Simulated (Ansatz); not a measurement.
## A basis-limit estimate, worked out

An elementary step of CH₇SSi, doublet (CH₆Si ([CH3][SiH3]) + HS → CH₅Si ([CH2][SiH3]) + H₂S; bonds formed: H1–S4; bonds broken: H1–C2). “Start” is the structure reached by relaxing down from the saddle towards the reactants; PBE0-D4/def2-TZVP structures. The saddle:

```xyz
10
angstrom
H -0.9840 -0.2388 -0.8056
C -0.5599 0.7617 0.3375
Si 0.9583 -0.1017 0.9604
S -1.3184 -1.1156 -1.9096
H -0.4751 1.6585 -0.2712
H -1.4927 0.7071 0.8942
H 1.9443 -0.2356 -0.1422
H 1.5831 0.6916 2.0573
H 0.5996 -1.4423 1.4850
H -0.2548 -0.6850 -2.6059
```

Program: Ansatz 0.2.0. Basis: def2-TZVPP and def2-QZVPP. Cores are frozen in the correlated methods; orbitals are unrestricted.

Energies in eV:

| quantity | saddle | start |
| --- | --- | --- |
| Hartree–Fock, triple zeta (X = 3) | -19820.10445 | -19821.01319 |
| Hartree–Fock, quadruple zeta (X = 4) | -19820.72171 | -19821.63005 |
| MP2 correlation, X = 3 | -13.21207 | -13.07665 |
| MP2 correlation, X = 4 | -14.19299 | -14.04478 |
| CCSD(T) correlation, X = 3 | -15.47084 | -15.30398 |

(1) Work out the barrier at the basis limit: extrapolate Hartree–Fock as E(X) = E∞ + A exp(−7.88 √X) and the MP2 correlation as E(X) = E∞ + B X^−2.97 (the exponents that Neese and Valeev fitted for def2-TZVPP and QZVPP), then add CCSD(T) − MP2 in triple zeta.

T1 diagnostic: at most 0.015. ⟨S²⟩ of the unrestricted Hartree–Fock references: 0.76 to 0.78 (a pure state has 0.75).

## Answers

(1) Each step is linear, so take the differences first (saddle − start): Hartree–Fock 0.90874 (X = 3) and 0.90834 (X = 4); MP2 correlation -0.13542 and -0.14821; CCSD(T) correlation -0.16686.
Two points give E∞ = E(4) + w [E(4) − E(3)], with w = 1/(exp(7.88 (2 − √3)) − 1) = 0.1377 for Hartree–Fock and w = 1/((4/3)^2.97 − 1) = 0.7407 for the correlation.
Hartree–Fock: 0.90834 + 0.1377 × (-0.00040) = 0.9083 eV.
MP2 correlation: -0.14821 + 0.7407 × (-0.01279) = -0.1577 eV.
CCSD(T) − MP2: -0.16686 − (-0.13542) = -0.0314 eV.
Sum: 0.9083 + (-0.1577) + (-0.0314) = 0.7192 eV, or 16.59 kcal/mol. Plain CCSD(T) in triple zeta gives 0.7419 eV, so the larger basis shifts the result by -0.0227 eV.

Radical steps of this kind take place in plasma deposition and etching.

Labels in which every atom is bracketed show which atoms are joined, not bond orders.

For scale, one of the runs: CCSD(T)/def2-TZVPP, 213 basis functions (an equivalent command: `ansatz run in.yaml --threads 4`). Hardware: 4 CPU threads, shared host. Wall time 3 min; peak host memory 7.3 GiB.
